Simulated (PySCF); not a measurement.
An unknown is described by computed data only.

Formula: C4H7N.

| Item | Value |
| --- | --- |
| Rotational structure | rotational constants A, B, C: 10.517, 3.482, 2.905 GHz [GFN2-xTB] |
| 13C NMR | chemical shifts (computed TMS as zero) by class: 181.9 (1 C), 42.4 (1 C), 28.5 (1 C), 13.5 (1 C) ppm [GIAO PBE0/pcSseg-1] |
| 1H NMR | chemical shifts (computed TMS as zero) by class: 3.46 (2 H), 1.64 (2 H), 1.28 (3 H) ppm [GIAO PBE0/pcSseg-1] |
| Dipole | 3.81 D [PBE0/pcSseg-1] |
| NMR, other nuclei | isotropic shieldings of nuclei other than C and H, by class: 75 (1 N) ppm [GIAO PBE0/pcSseg-1] |

The electronic properties come from PySCF, for the isolated species, density fitting. Levels stand in brackets. Isolated species at its GFN2-xTB geometry (one conformer only). NMR classes are plain means over equivalent atoms (diastereotopic ones count apart unless rotation or inversion swaps them), as if these changed places fast.

Task: Give a SMILES that accounts for the data.

Result: Numbering: `[C-:1]#[N+:2][CH2:3][CH2:4][CH3:5]`. 4 carbons fall into 4 classes; from least to most shielded: isocyanide carbon [C1] (181.9 ppm), sp3 carbon bound to nitrogen [C3] (42.4 ppm), chain CH2 carbon [C4] (28.5 ppm), methyl carbon [C5] (13.5 ppm). Hydrogen classes from least to most shielded: 2 H on an sp3 carbon bound to nitrogen, C3 (3.46 ppm, a mean of values up to 0.5 ppm apart in this geometry), 2 H on a chain CH2 carbon, C4 (1.64 ppm), 3 H on a methyl carbon, C5 (1.28 ppm, a mean of values up to 1.0 ppm apart in this geometry). The other shieldings belong to: 75 ppm, isocyanide nitrogen [N2]. The optimised geometry has point group C1 and is an asymmetric top. Structure: `[C-]#[N+]CCC`. Computed isomers that give other values at the same levels: `[C-]#[N+]C(C)C` (13C chemical shifts (computed TMS as zero) by class: 180.0 (1 C), 43.5 (1 C), 26.9 (2 C) ppm). The assignments are read from this structure; whether some other isomer fits the data as well wasn't checked.

Conformer computed: `[C-:1]#[N+:2][CH2:3][CH2:4][CH3:5]`: N2–C3–C4–C5 -66°.
